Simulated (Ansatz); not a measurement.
Single points on B(CO)H3 (CH3BO).

```yaml
crystal:
  periodic: [false, false, false]
  atoms:
    - {symbol: B, position_ang: [-0.011265, 0.002286, -0.532075]}
    - {symbol: C, position_ang: [0.013277, 0.006073, 0.972075]}
    - {symbol: O, position_ang: [0.039568, -0.001786, 2.115214]}
    - {symbol: H, position_ang: [1.159442, 0.003378, -0.863954]}
    - {symbol: H, position_ang: [-0.606124, 1.011610, -0.856624]}
    - {symbol: H, position_ang: [-0.594898, -1.021551, -0.834637]}
basis:
  gaussian: {orbitals: def2-TZVP, initial_orbitals: start.molden}
hamiltonian: {xc: {name: r2SCAN0}, dispersion: d4}
scf: {omitted_lower_state_checks: [starts]}
output: {orbitals: {seedname: orbitals}}
```

The file start.molden holds the orbitals of an earlier run on this structure, at another level or in another basis.

```sh
$ ansatz run in.yaml --threads 2 --pin off --events-out ev --progress --plain --max-ram 4352MiB
```

It prints (some lines left out):

```
Functional definition: r2SCAN0
632 factors; their error is unknown
mean field evaluation 1: about -3807.3954 eV, gradient 4.9e0 eV
mean field evaluation 2: about -3807.4161 eV, gradient 2.5e-2 eV
mean field evaluation 4: about -3807.4279 eV, gradient 4.3e-5 eV
mean field -3807.42791406 eV, -139.9203950744 hartree, gradient 9.1e-6 eV, S^2 0.000000; 0 other end points of the search recorded, 0 dependent functions left out
reference -3807.42792232 eV, -139.9203953777 hartree; 11, 11 occupied and 100, 100 virtual orbitals, 632 factors
Total energy: -3807.44504278 eV, -139.9210245431 hartree
Checks for a lower state left out: starts
```

Hardware: 2 threads of AMD EPYC 7R43 on a shared host. Wall time 1.6 s.

First input, but with `hamiltonian: {xc: {name: B97M-V}}` (abridged; 2.7 s):

```
Functional definition: B97M-V
mean field -3809.89908549 eV, -140.0112089495 hartree, gradient 1.2e-5 eV, S^2 0.000000
Total energy: -3809.89913693 eV, -140.0112108399 hartree
Checks for a lower state left out: starts
```

The first input with `hamiltonian: {xc: {name: LC-wPBE, parameters: {omega: 0.1/bohr}}}` (abridged; 1.4 s):

```
Functional definition: LC-wPBE
mean field -3806.32713725 eV, -139.8799422729 hartree, gradient 1.5e-5 eV, S^2 0.000000
Total energy: -3806.32713737 eV, -139.8799422772 hartree
Checks for a lower state left out: starts
```

First input, but with `hamiltonian: {xc: lda}` (abridged; 0.45 s):

```
Functional definition: SPW92
mean field -3777.62800239 eV, -138.8252685197 hartree, gradient 3.4e-5 eV, S^2 0.000000
Total energy: -3777.62803432 eV, -138.8252696930 hartree
Checks for a lower state left out: starts
```

The first input with `hamiltonian: {xc: {name: LC-wPBE}}` (abridged; 1 s):

```
Functional definition: LC-wPBE
mean field -3807.43700697 eV, -139.9207292327 hartree, gradient 6.1e-6 eV, S^2 0.000000
Total energy: -3807.43700698 eV, -139.9207292329 hartree
Checks for a lower state left out: starts
```

The first input with `hamiltonian: {xc: {name: BHLYP}, dispersion: d4}` (abridged; 1 s):

```
Functional definition: BHLYP
mean field -3807.98165601 eV, -139.9407447158 hartree, gradient 2.4e-5 eV, S^2 0.000000
Total energy: -3808.05167523 eV, -139.9433178745 hartree
Checks for a lower state left out: starts
```

The first input with `hamiltonian: {xc: {name: LC-wPBE, parameters: {omega: 0.15/bohr}}}` (abridged; 1.2 s):

```
Functional definition: LC-wPBE
mean field -3806.54113014 eV, -139.8878063664 hartree, gradient 1.5e-5 eV, S^2 0.000000
Total energy: -3806.54113019 eV, -139.8878063681 hartree
Checks for a lower state left out: starts
```

Geometry: PBE-D4/def2-TZVP.

LC-ωPBE has ω = 0.4 bohr⁻¹.
